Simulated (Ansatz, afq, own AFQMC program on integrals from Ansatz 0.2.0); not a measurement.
Atomization energy of CH2B, quartet, worked out

```tsv
atom	x (Å)	y (Å)	z (Å)
B	0.0000	-0.1048	0.8024
C	0.0000	-0.0446	-0.7232
H	0.0000	0.8949	1.4725
H	0.0000	0.7607	-1.4612
```

Connectivity, by distances: BH–CH.

Basis cc-pVDZ. Noble-gas cores (and the filled d shells of Ga–Kr and In–Xe) are frozen. Ansatz 0.2.0 and our own AFQMC program on the same integrals; the CISD trial comes from CCSD amplitudes, and released means the phaseless constraint is let go. ± is one standard error of the sampling.

Total energies in eV. CBS is CCSD(T) at the limit of def2-TZVPP/QZVPP (extrapolated itself); the highest rung of each member is named.

Cautions: CH₂B (quartet): another spin lies lower.

```tsv
member	count	CCSD(T)/cc-pVDZ	highest rung in cc-pVDZ	which	CCSD(T)/CBS
B (doublet)	+1	-669.1119	-669.1218	FCI	-669.4648
C (triplet)	+1	-1027.5122	-1027.5214	FCI	-1028.3149
H (doublet)	+2	-13.5861	-13.5861	FCI	-13.6059
CH₂B, quartet	-1	-1734.2715	-1734.3016	CCSDT(Q)	-1736.3005
```

Question: Work out the best estimate of the atomization energy: the CCSD(T)/CBS difference plus the step from CCSD(T) to the highest rung.

Answer: Sums with the counts: CCSD(T)/CBS 11.3090 eV, highest rung 10.4862 eV, CCSD(T)/cc-pVDZ 10.4752 eV. The step is 10.4862 − 10.4752 = 0.0110 eV, so the best estimate is 11.3090 + (0.0110) = 11.3200 eV = 261.0 kcal/mol. The basis set is worth 0.834 eV of it. Zero-point, core-correlation and spin–orbit terms aren't in it.

Best estimates are given only where the step beyond CCSD(T) is under 0.3 eV and no member's determinant is very poor (T1 over 0.05, or 0.07 for open shells, ⟨S²⟩ too high by 0.3, two states mixed), so the hardest cases are missing from such tables.

CCSDT and higher add their correlation energy to the determinant of the CCSD(T) run, since their own runs factorise the integrals more tightly (a shift of under 2 meV). Each member of a difference takes its own highest rung, so a best estimate needn't equal the limit plus the step of one row.
